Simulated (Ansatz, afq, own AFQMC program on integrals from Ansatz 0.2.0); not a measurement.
## Where AFQMC and coupled cluster stand for AlSiH₂, doublet

```xyz
4

Si    0.0000    0.0000    1.2743
Al    0.0000    0.0000   -1.1788
H     0.0000   -1.3806   -1.9769
H     0.0000    1.3806   -1.9769
```

Connectivity, by distances: Si–AlH2.

Basis cc-pVDZ. Noble-gas cores (and the filled d shells of Ga–Kr and In–Xe) are frozen. Ansatz 0.2.0 and our own AFQMC program on the same integrals; the CISD trial comes from CCSD amplitudes, and released means the phaseless constraint is let go. ± is one standard error of the sampling.

Determinant: ROHF, the one that the program's search chose, which needn't be the lowest solution. The geometry is a point of a scan.

No full CI on the walks' own integrals is used here; CCSDT(Q) serves as the reference and is uncertain by about the last step of the cluster series.

Cautions: higher spins were not checked; a spin-contaminated unrestricted determinant lies lower (UHF 210 meV lower, ⟨S²⟩ 1.26).

- T1 diagnostic: 0.0204
- weight of the determinant in the CISD state: 0.870
- size of the correlated space: 9 electrons in 36 orbitals

Reference: CCSDT(Q), correlation energy -4.662 eV. The released energy is read at 2.40 1/Eh (meV from the phaseless value at times in 1/Eh: 5 ± 8 at 0.24, -1 ± 7 at 0.51, -22 ± 12 at 0.99, -12 ± 9 at 1.62, -27 ± 14 at 2.40).

```
         level  E − E(reference) (meV)  share of correlation (%)
            HF                  4662.0                      0.00
           MP2                  1217.4                     73.89
          CCSD                   156.2                     96.65
       CCSD(T)                    40.1                     99.14
         CCSDT                     6.2                     99.87
   ph-AFQMC/HF            -11.1 ± 40.7                    100.24
 ph-AFQMC/CISD              26.6 ± 7.7                     99.43
released AFQMC             -0.2 ± 13.6                    100.00
```

A walk keeps the symmetry of its determinant, which the program's search chose and which needn't be the lowest solution, so a lower state of the same spin and another symmetry isn't excluded. Released energies are given only where the last usable release times agree within the noise; a slower fall can still hide under it.
